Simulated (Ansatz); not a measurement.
# C₆H₁₀: basis-set convergence

How large a basis does C₆H₁₀ need? Two functionals are run in growing sets.

Program: Ansatz 0.2.0, Gaussian basis. Level of theory: one geometry, several basis sets. These are calculated values, not measurements.

Plan: PBE0-D4/def2-SVP; ωB97M-V/def2-SVP; PBE0-D4/def2-QZVPP; ωB97M-V/def2-QZVPP; the functionals' def2-TZVPP values are taken from earlier runs.

## Step 1: Structure used throughout

An earlier PBE0-D4 in a triple-zeta def2 set relaxation fixed the geometry.

SMILES `CC1=CCCC1`, 16 atoms, charge 0, spin multiplicity 1.

Atoms are counted from 1 here; the program's logs count them from 0.

Bond lengths: C1–C2 1.486 Å, C1–H7 1.096 Å, C1–H8 1.095 Å, C1–H9 1.091 Å, C2–C3 1.331 Å, C2–C6 1.506 Å, C3–C4 1.499 Å, C3–H10 1.085 Å, C4–C5 1.538 Å, C4–H11 1.094 Å, C4–H12 1.098 Å, C5–C6 1.534 Å, C5–H13 1.093 Å, C5–H14 1.091 Å, C6–H15 1.095 Å, C6–H16 1.099 Å. Angles: C2–C1–H7 110.9°, C2–C1–H8 111.0°, C2–C1–H9 111.7°, H7–C1–H8 106.5°, H7–C1–H9 108.2°, H8–C1–H9 108.3°, C1–C2–C3 127.5°, C1–C2–C6 121.7°, C3–C2–C6 110.8°, C2–C3–C4 112.6°, C2–C3–H10 124.3°, C4–C3–H10 123.1°, C3–C4–C5 102.8°, C3–C4–H11 113.2°, C3–C4–H12 110.5°, C5–C4–H11 112.4°, C5–C4–H12 111.8°, H11–C4–H12 106.2° and more.

## Step 2: PBE0-D4 in def2-SVP

The input, in.yaml:

```yaml
crystal:
  periodic: [false, false, false]
  atoms:
    - {symbol: C, position_ang: [-0.182271, 0.154010, 2.196677]}
    - {symbol: C, position_ang: [0.039596, 0.038846, 0.731809]}
    - {symbol: C, position_ang: [1.204671, -0.027261, 0.091468]}
    - {symbol: C, position_ang: [1.038786, -0.203640, -1.388153]}
    - {symbol: C, position_ang: [-0.449466, 0.116406, -1.605394]}
    - {symbol: C, position_ang: [-1.108805, -0.082302, -0.234160]}
    - {symbol: H, position_ang: [-0.752842, -0.701724, 2.574092]}
    - {symbol: H, position_ang: [-0.768048, 1.047791, 2.436391]}
    - {symbol: H, position_ang: [0.759503, 0.204421, 2.745434]}
    - {symbol: H, position_ang: [2.173162, -0.005772, 0.579975]}
    - {symbol: H, position_ang: [1.694774, 0.445294, -1.975782]}
    - {symbol: H, position_ang: [1.281260, -1.233399, -1.682791]}
    - {symbol: H, position_ang: [-0.549924, 1.163427, -1.902746]}
    - {symbol: H, position_ang: [-0.905714, -0.488040, -2.391221]}
    - {symbol: H, position_ang: [-1.902353, 0.645720, -0.037101]}
    - {symbol: H, position_ang: [-1.572329, -1.073769, -0.138507]}
basis:
  gaussian: {orbitals: def2-SVP}
hamiltonian: {xc: pbe0, dispersion: d4}
output: {orbitals: {seedname: orbitals}}
```

Command:

```
ansatz run in.yaml --threads 2 --pin off --events-out ev --progress --plain --max-ram 32768MiB --backend cpu
```

After this run come: ωB97M-V in def2-SVP; PBE0-D4 in def2-QZVPP; ωB97M-V in def2-QZVPP.

Q: Predict the results of all the runs planned. Wanted: PBE0-D4: double and triple zeta above quadruple; ωB97M-V: double and triple zeta above quadruple.

**Answer**, as computed:

| quantity | value |
| --- | --- |
| PBE0-D4: double and triple zeta above quadruple | 7.15, 0.35 eV |
| ωB97M-V: double and triple zeta above quadruple | 7.53, 0.34 eV |

What this shows: For PBE0-D4 the step from double to triple zeta gains 6.80 eV and the next only 0.35 eV. Total energies overstate the basis error of differences, where much of it tends to cancel. The LUMO of ωB97M-V is positive and keeps falling with the basis (3.11 to 1.91 eV): an unbound level that the basis holds in place.
